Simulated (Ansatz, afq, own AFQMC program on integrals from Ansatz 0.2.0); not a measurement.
## Atomization energy of AlH4, doublet

```xyz
5

Al   -0.0599    0.0001   -0.1328
H     0.4487    0.0018    1.9858
H    -0.3171   -0.0089    1.9564
H     0.7333    1.3833   -0.1888
H     0.7376   -1.3801   -0.1993
```

Atoms in their ground-state spins without spin–orbit coupling (mostly on UHF) minus the molecule (UHF), without zero-point energy. The geometry is a stationary point, not shown to be a minimum.

Basis cc-pVTZ. Noble-gas cores (and the filled d shells of Ga–Kr and In–Xe) are frozen. Ansatz 0.2.0 and our own AFQMC program on the same integrals; the CISD trial comes from CCSD amplitudes, and released means the phaseless constraint is let go. Error bars are statistical, one sigma. The errors of all members are added in quadrature.

No full CI on the walks' own integrals is used here; CCSDT(Q) serves as the reference and is uncertain by about the last step of the cluster series. Each member takes its own surest rung, up to full CI.

The best estimate is CCSD(T) at the basis-set limit (CBS: def2-TZVPP and def2-QZVPP, with their diffuse functions for anions and beside diffuse sets, CCSD(T) itself extrapolated) plus the step from CCSD(T) to CCSDT(Q) in cc-pVTZ. Rows without CBS are in cc-pVTZ; B2PLYP and the wave-function rows carry a basis error of their own. Core correlation and relativity beyond core potentials are missing, and ± holds the sampling alone.

Cautions: other spins of the molecule weren't checked.

```json
{"level": "B2PLYP", "atomization energy (kcal/mol)": "232.7"}
{"level": "wB97M-V", "atomization energy (kcal/mol)": "234.1"}
{"level": "B3LYP", "atomization energy (kcal/mol)": "236.2"}
```

Task: From these cheaper values, estimate the atomization energy at the level of the best estimate.

Result: 237.5 kcal/mol (best estimate, highest rung CCSDT(Q)).

```csv
level,atomization energy (kcal/mol),error against the best estimate (kcal/mol)
HF,180.9,-56.6
MP2,224.1,-13.3
CCSD,231.2,-6.3
CCSD(T),231.8,-5.6
ph-AFQMC/CISD,232.0 ± 0.06,-5.5 ± 0.06
released AFQMC,232.0 ± 0.06,-5.4 ± 0.06
HF/CBS,182.6,-54.9
MP2/CBS,230.1,-7.3
CCSD(T)/CBS,237.3,-0.1
PBE,228.9,-8.5
r2SCAN,237.8,0.4
PBE0,229.1,-8.4
surest rungs in cc-pVTZ,231.9,-5.5
```

Correlation beyond CCSD(T) adds 0.1 kcal/mol. Going to the basis-set limit adds 5.5 kcal/mol at CCSD(T). The perturbative (T) step is worth +0.6 kcal/mol. The functionals spread over 8.9 kcal/mol; r2SCAN and B3LYP come nearest and PBE is 8.5 kcal/mol too low.

Best estimates are given only where the step beyond CCSD(T) is under 0.3 eV and no member's determinant is very poor (T1 over 0.05, or 0.07 for open shells, ⟨S²⟩ too high by 0.3, two states mixed), so the hardest cases are missing from such tables.

The functionals ran in a triple-zeta set and keep a basis error of their own, a few kJ/mol for each bond in atomization energies and more for double hybrids, so close places among them and the extrapolated levels can swap.

Each member of a difference takes its own highest rung, so a best estimate needn't equal the limit plus the step of one row. Released energies are given only where the last usable release times agree within the noise; a slower fall can still hide under it.
